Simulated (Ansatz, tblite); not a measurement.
Removing and adding an electron: the cluster Al₂H₂ (the lowest singlet isomer of a short search). The state is a singlet with charge 0. Geometry: PBE-D4/def2-TZVP. Ansatz, gas phase; energy differences of separate SCF runs; the oxidised species was run as a doublet alone; the reduced species was run as a doublet alone.

```xyz
4

Al    0.7090   -0.5374    0.9569
Al   -0.3883    1.1585   -0.4628
H    -1.0281   -0.3544    0.3713
H     0.7074   -0.2667   -0.8654
```

The xTB rows come from tblite. Correlated methods freeze 10 core orbitals. In CCSD on the charge 1 doublet the largest single amplitude is 0.28, so its Hartree–Fock determinant may place the open shell otherwise than the density functionals do. The structure comes from a short search, and lower isomers may exist.

| level | −HOMO (eV) | vertical IE (eV) | −LUMO (eV) | vertical EA (eV) | HOMO–LUMO gap (eV) | IE − EA (eV) | remarks |
| --- | --- | --- | --- | --- | --- | --- | --- |
| GFN1-xTB | 10.15 | 13.30 | 5.26 | 2.57 | 4.88 | 10.73 | – |
| GFN2-xTB | 8.69 | 12.24 | 6.74 | 3.19 | 1.96 | 9.05 | – |
| PBE-D4/def2-TZVP | 5.25 | 7.91 | 3.61 | – | 1.64 | – | – |
| PBE-D4/def2-TZVPD | 5.25 | – | 3.61 | 1.33 | 1.64 | – | HOMO above zero (-1 doublet) |
| r2SCAN-D4/def2-TZVP | 5.43 | 7.88 | 3.61 | – | 1.82 | – | – |
| r2SCAN-D4/def2-TZVPD | 5.42 | – | 3.60 | 1.48 | 1.81 | – | HOMO above zero (-1 doublet) |
| PBE0-D4/def2-TZVP | 6.11 | 7.97 | 2.96 | – | 3.15 | – | – |
| PBE0-D4/def2-TZVPD | 6.10 | – | 2.96 | 1.40 | 3.14 | – | HOMO above zero (-1 doublet) |
| MP2/def2-TZVPD | – | – | – | 1.14 | – | – | restricted SCF unstable (singlet), spin-contaminated (⟨S²⟩ 0.88) (-1 doublet) |
| CCSD/def2-TZVPD | – | – | – | 1.22 | – | – | large T1 (0.030) (singlet), restricted SCF unstable (singlet), spin-contaminated (⟨S²⟩ 0.88) (-1 doublet) |
| CCSD/def2-TZVPP | – | 8.10 | – | – | – | – | large T1 (0.029) (singlet), large T1 (0.115) (+1 doublet), restricted SCF unstable (singlet), spin-contaminated (⟨S²⟩ 1.31) (+1 doublet) |
| CCSD(T)/def2-TZVPD | – | – | – | 1.25 | – | – | large T1 (0.030) (singlet), restricted SCF unstable (singlet), spin-contaminated (⟨S²⟩ 0.88) (-1 doublet) |
| CCSD(T)/def2-TZVPP | – | 8.10 | – | – | – | – | large T1 (0.029) (singlet), large T1 (0.115) (+1 doublet), restricted SCF unstable (singlet), spin-contaminated (⟨S²⟩ 1.31) (+1 doublet) |

Relaxing the oxidised species (PBE-D4/def2-TZVP) changes its energy by -0.70 eV at PBE-D4/def2-TZVP, so the adiabatic ionisation energy to this nearest minimum is 7.21 eV. At PBE0-D4/def2-TZVP it is 7.19 eV.  Run but left out: HF/def2-TZVPP, HF/def2-TZVPD (singlet: restricted singlet, unstable towards broken spin symmetry); MP2/def2-TZVPP (charge +1 doublet: ⟨S²⟩ 1.31, where a pure state has 0.75).   A HOMO above zero means that the electron is unbound at that level or that self-interaction error raises the level; the energy of removing that electron tells which. Raw xTB energy differences between charge states are shifted by several eV; the methods need an empirical correction for them.
